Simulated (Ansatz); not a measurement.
Geometry optimisation, Ansatz 0.2.0, RKS PBE/def2-SVP.

Input:

```yaml
crystal:
  periodic: [false, false, false]
  atoms:
    - { symbol: Al, position_ang: [0.0, 0.0, 0.0] }
    - { symbol: H, position_ang: [1.0441, 0.0, 1.4169] }
    - { symbol: "N", position_ang: [2.084, 0.0, 0.3891] }
    - { symbol: H, position_ang: [2.5506, -0.9179, 0.1373] }
    - { symbol: H, position_ang: [2.5353, 0.9179, 0.1109] }
    - { symbol: Cl, position_ang: [-1.9312, 0.0, -1.115] }
basis:
  gaussian: { orbitals: def2-SVP }
hamiltonian:
  xc: pbe
relax:
  f_tol: 0.15
  max_steps: 25
  restrain:
    - { distance: [1, 2], at: 2.26, k: 30.0 }
    - { distance: [0, 1], at: 1.56, k: 30.0 }
    - { distance: [0, 2], at: 1.92, k: 30.0 }
output:
  orbitals: {}
```

Launched with:

```bash
$ ansatz run input.yaml --threads 1 --pin off --max-ram 2048MiB --backend cpu --events-out ev --progress --plain --runs-dir out
```

Question: Where does it end, and by what steps?

Answer: It converged. The restraints hold the end off the free minimum. After 14 steps the energy has fallen by 2.815 eV (the restraints' own energy left out); H5 moved furthest, 1.00 Å.

```json
{"step": "0", "energy less start (eV)": "0.0000", "largest force component (eV/Å)": "1.692", "accepted": "yes"}
{"step": "1", "energy less start (eV)": "-0.2844", "largest force component (eV/Å)": "2.428", "accepted": "yes"}
{"step": "2", "energy less start (eV)": "-0.8452", "largest force component (eV/Å)": "2.706", "accepted": "yes"}
{"step": "3", "energy less start (eV)": "-1.7437", "largest force component (eV/Å)": "1.964", "accepted": "yes"}
{"step": "4", "energy less start (eV)": "-2.1178", "largest force component (eV/Å)": "1.625", "accepted": "yes"}
{"step": "5", "energy less start (eV)": "-2.1421", "largest force component (eV/Å)": "3.213", "accepted": "no"}
{"step": "6", "energy less start (eV)": "-2.2751", "largest force component (eV/Å)": "1.763", "accepted": "yes"}
{"step": "7", "energy less start (eV)": "-2.3173", "largest force component (eV/Å)": "1.734", "accepted": "yes"}
{"step": "8", "energy less start (eV)": "-2.3900", "largest force component (eV/Å)": "1.813", "accepted": "yes"}
{"step": "9", "energy less start (eV)": "-2.4676", "largest force component (eV/Å)": "2.624", "accepted": "yes"}
{"step": "10", "energy less start (eV)": "-2.6312", "largest force component (eV/Å)": "2.133", "accepted": "yes"}
{"step": "11", "energy less start (eV)": "-2.6926", "largest force component (eV/Å)": "2.071", "accepted": "yes"}
{"step": "12", "energy less start (eV)": "-2.7420", "largest force component (eV/Å)": "2.412", "accepted": "yes"}
{"step": "13", "energy less start (eV)": "-2.8134", "largest force component (eV/Å)": "1.819", "accepted": "yes"}
{"step": "14", "energy less start (eV)": "-2.8148", "largest force component (eV/Å)": "2.281", "accepted": "yes"}
```

```xyz
6
Properties=species:S:1:pos:R:3
Al 0.160 -0.064 0.244
H 0.527 -0.649 1.631
N 1.979 0.100 -0.014
H 2.521 -0.200 0.801
H 2.598 0.428 -0.761
Cl -1.502 0.385 -0.961
```

Run time: 46 s on 1 thread of AMD EPYC 7R43 64-Core Processor (Zen 3), with other jobs on the host, peak memory 0.14 GiB.
